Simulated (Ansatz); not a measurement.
This geometry of C₂H₄N (7 atoms, charge 0, multiplicity 2) is a first-order saddle point.

These are results of Ansatz 0.2.0, UKS PBE/def2-SVP, not measurements.

```xyz
7
Properties=species:S:1:pos:R:3
C -0.632 0.344 -0.313
C 0.492 -0.398 0.344
N 1.757 -0.319 0.376
H -1.325 0.746 0.453
H -0.223 1.182 -0.920
H -1.212 -0.338 -0.965
H 1.143 -1.219 1.026
```

Q: Which two structures does it join? (They come from a converged band through this point; their orientation in space is the band's.)

A: Bonds broken: N3–H7. Bonds formed: C2–H7.

Image 0:

```xyz
7
Properties=species:S:1:pos:R:3
C -0.697 0.390 -0.353
C 0.210 -0.508 0.406
N 1.457 -0.500 0.496
H -1.416 0.875 0.339
H -0.137 1.176 -0.910
H -1.303 -0.203 -1.069
H 1.886 -1.231 1.090
```

Image 6:

```xyz
7
Properties=species:S:1:pos:R:3
C -0.528 0.294 -0.267
C 0.689 -0.374 0.341
N 1.882 -0.023 0.165
H -1.206 0.647 0.537
H -0.229 1.151 -0.898
H -1.094 -0.436 -0.881
H 0.486 -1.259 1.003
```

Q: How far does it lie above each of them?

A: 157.7 kJ/mol above the first and 170.9 kJ/mol above the second. This is the barrier of this one path; another mechanism may lie lower.

The run took 3.2 min on 1 thread of Intel(R) Xeon(R) Processor @ 2.50GHz (Skylake/Cascade Lake), with other jobs on the host, peak memory 0.14 GiB.
